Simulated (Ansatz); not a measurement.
**HGe–AsH2, triplet in cc-pVTZ: errors against UCCSDT(Q)**

Geometry: a PBE0/def2-TZVP stationary point for this spin, not checked as a minimum.

| atom | x (Å) | y (Å) | z (Å) |
| --- | --- | --- | --- |
| Ge | 0.0000 | 0.0646 | 1.2302 |
| As | 0.0000 | -0.0704 | -1.1802 |
| H | 0.0000 | -1.3178 | 1.9461 |
| H | 1.1017 | 0.9471 | -1.4382 |
| H | -1.1017 | 0.9471 | -1.4382 |

Basis cc-pVTZ; Ansatz 0.2.0. Correlated methods freeze the noble-gas cores and the filled d shells of p-block atoms, which leaves 12 electrons in 100 orbitals. R marks a restricted (for open shells ROHF) determinant, U an unrestricted one. Active spaces: valence = (12e, 11o) chosen from the atoms' valence shells. No spin–orbit coupling is included, and no scalar relativity.

Full CI isn't at hand for all of this; UCCSDT(Q) serves as the reference, and is uncertain by about the last step of the cluster series. The frozen core follows each run's orbitals, which can shift R against U totals by a few meV for light atoms and by up to 0.1 eV past Ca.

```
UHF ⟨S²⟩                          : 2.021
T1 diagnostic (RCCSD)             : 0.0285
largest doubles amplitude (RCCSD) : 0.039
T1 diagnostic (UCCSD)             : 0.0203
```

```json
{"level": "UHF", "E − E(UCCSDT(Q)) (kJ/mol)": "712.9", "share of correlation (%)": "1.48", "wall time": "–"}
{"level": "UMP2", "E − E(UCCSDT(Q)) (kJ/mol)": "131.0", "share of correlation (%)": "81.89", "wall time": "–"}
{"level": "UCCSD", "E − E(UCCSDT(Q)) (kJ/mol)": "32.8", "share of correlation (%)": "95.47", "wall time": "–"}
{"level": "UCCSD(T)", "E − E(UCCSDT(Q)) (kJ/mol)": "5.2", "share of correlation (%)": "99.28", "wall time": "2.1 s (H100)"}
{"level": "UCCSDT", "E − E(UCCSDT(Q)) (kJ/mol)": "1.4", "share of correlation (%)": "99.80", "wall time": "–"}
```

The correlation energy at UCCSDT(Q), counted from RHF, is -7.500 eV. That run took 28 s on 2 threads of AMD EPYC 7R13 with a shared H100 80 GB, shared host.

Run but not shown, since their state or frozen core can't be matched to the reference's or they repeat it: RHF, RMP2, RCCSD, RCCSD(T), BCCD(T), RCCSDT, RCCSDT(Q), CASSCF (valence space), NEVPT2 (valence space).

Times hold each run's SCF and search for its determinant on a shared host, so for small cases they say little of a method's own cost.

Natural occupations of CASSCF (valence space) about the gap: 1.970 1.967 1.963 1.005 1.001 0.037 0.034 0.031 0.021; effectively unpaired electrons, Σ n²(2−n)², 2.03.
